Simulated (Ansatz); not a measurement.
```xyz
18

C     1.3411    0.0000    0.2088
C     0.6705    1.1614   -0.2088
C    -0.6705    1.1614    0.2088
C    -1.3411    0.0000   -0.2088
C    -0.6705   -1.1614    0.2088
C     0.6705   -1.1614   -0.2088
H     1.4057    0.0000    1.2240
H     2.2954    0.0000   -0.1352
H     0.7029    1.2174   -1.2240
H     1.1477    1.9878    0.1352
H    -1.1477    1.9878   -0.1352
H    -0.7029    1.2174    1.2240
H    -1.4057    0.0000   -1.2240
H    -2.2954    0.0000    0.1352
H    -1.1477   -1.9878   -0.1352
H    -0.7029   -1.2174    1.2240
H     1.1477   -1.9878    0.1352
H     0.7029   -1.2174   -1.2240
```

RHF-MP2 on singlet C₆H₁₂ was run in several spherical basis sets with Ansatz (development build ahead of 0.2.0). Frozen core: 6 orbitals. Caution for RHF-MP2: no unrestricted run beside it, a lower state can exist.

(1) Rank the basis sets by the total energy that they give, lowest first, with the distance from the lowest.
A. def2-SVP
B. cc-pVDZ
C. 6-31G(d)

Answers

(1) B (0.00 eV), C (2.19 eV), A (4.70 eV).

Totals follow the description of the cores as much as that of the bonds, so this order isn't one of quality for chemistry.
